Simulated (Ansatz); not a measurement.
**BSiNH+ (quintet): wave-function methods side by side, cc-pVDZ**

An exercise on one series of results from a longer session: the logs are not shown, and one member is left open.

The runs use Ansatz 0.2.0, Gaussian basis; cc-pVDZ, core rule «outside noble gas», up to 7 orbitals frozen.

The runs, in order: UHF; CCSD(T) on ROHF; CCSD(T) on UHF; BCCD(T) on ROHF; CISD; CCSDT(Q) on ROHF; CCSDT(Q) on UHF.

23 further runs of the same task are left out: 12 that didn't finish, 11 set aside as unsound or not needed.

### The geometry

The geometry is a PBE0/def2-TZVP stationary point (not a proven minimum) of the parent state, kept for this charge and spin.

4 atoms, charge 1, spin multiplicity 5.

Atoms are counted from 1 here; the program's logs count them from 0.

Bond lengths: N1–B2 1.323 Å, B2–Si3 1.932 Å, Si3–H4 1.485 Å. Angles: N1–B2–Si3 176.5°, B2–Si3–H4 121.5°.

The first run:

File in.yaml:

```yaml
crystal:
  periodic: [false, false, false]
  atoms:
    - {symbol: N, position_ang: [0.000000, 0.051693, 2.035342]}
    - {symbol: B, position_ang: [0.000000, 0.044493, 0.712376]}
    - {symbol: Si, position_ang: [0.000000, -0.083412, -1.214889]}
    - {symbol: H, position_ang: [0.000000, 1.128664, -2.072682]}
basis:
  gaussian: {orbitals: cc-pVDZ}
total_charge: 1
magnetization: {spin_polarized: true, initial_magnetization: 4}
hamiltonian: {xc: hf}
output: {orbitals: {seedname: orbitals}}
```

Started as:

```sh
$ ansatz run in.yaml --threads 1 --pin off --events-out ev --progress --plain --max-ram 2393MiB
```

Among the steps run: UHF; CCSD(T) on ROHF; CCSD(T) on UHF; BCCD(T) on ROHF; CISD; CCSDT(Q) on ROHF; CCSDT(Q) on UHF.

One of the session's tables, all rows but one given; the rest of the session is left out.

```
   method  from UCCSDT(Q) (kcal/mol)
     ROHF                    +160.00
      UHF                    +155.35
     RMP2                     +32.29
     UMP2                     +32.37
     CISD                     +17.07
    RCCSD                      +5.68
    UCCSD                      +5.56
 RCCSD(T)                          ?
 UCCSD(T)                      +1.29
  BCCD(T)                      +1.32
   RCCSDT                      +0.29
   UCCSDT                      +0.26
RCCSDT(Q)                      +0.05
UCCSDT(Q)                          0
```

Q: Estimate the row for RCCSD(T) from the others.

As computed: from UCCSDT(Q) (kcal/mol): +1.33. In the column «from UCCSDT(Q) (kcal/mol)» it lies between BCCD(T) (+1.32) and UCCSD (+5.56).

To keep in mind: Restricted and unrestricted rows rest on different reference determinants; where their highest levels disagree by more than a few hundredths of an eV, they describe different states and don't form one ladder.
